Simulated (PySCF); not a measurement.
# Worked example: correlation energy of SiH$_{4}$, singlet

Geometry: MP2(full)/6-31G*, from the G2/97 set.

```xyz
5

Si    0.0000    0.0000    0.0000
H     0.8561    0.8561    0.8561
H    -0.8561   -0.8561    0.8561
H    -0.8561    0.8561   -0.8561
H     0.8561   -0.8561   -0.8561
```

Basis STO-3G; PySCF 2.14.0. Correlated methods freeze the noble-gas cores, which leaves 8 electrons in 8 orbitals. R marks a restricted (for open shells ROHF) determinant.

Full CI is exact within this basis and frozen core; it isn't the basis-set limit.

```json
{"level": "RHF", "total energy (hartree)": "-287.909496"}
{"level": "RMP2", "total energy (hartree)": "-287.955987"}
{"level": "RCCSD", "total energy (hartree)": "-287.979826"}
{"level": "RCCSD(T)", "total energy (hartree)": "-287.980194"}
{"level": "RCCSDT", "total energy (hartree)": "-287.980370"}
{"level": "RCCSDT(Q)", "total energy (hartree)": "-287.980382"}
{"level": "full CI", "total energy (hartree)": "-287.980388"}
```

What is the correlation energy at full CI, and what share of it do RMP2 and RCCSD recover?

E(corr) = -287.980388 − (-287.909496) = -0.070892 hartree = -1.929 eV. RMP2: -0.046491 / -0.070892 = 65.58 %. RCCSD: -0.070330 / -0.070892 = 99.21 %.

By how many kcal/mol does RCCSD(T) miss full CI (1 hartree = 627.509 kcal/mol), and which steps make up the rest?

-287.980194 − (-287.980388) = 0.000194 hartree = 0.12 kcal/mol. Steps: RCCSDT − RCCSD(T) = -0.11, RCCSDT(Q) − RCCSDT = -0.01, full CI − RCCSDT(Q) = 0.00 kcal/mol. That is within 1 kcal/mol of the reference in this basis, which itself misses far more of the correlation at the basis-set limit.
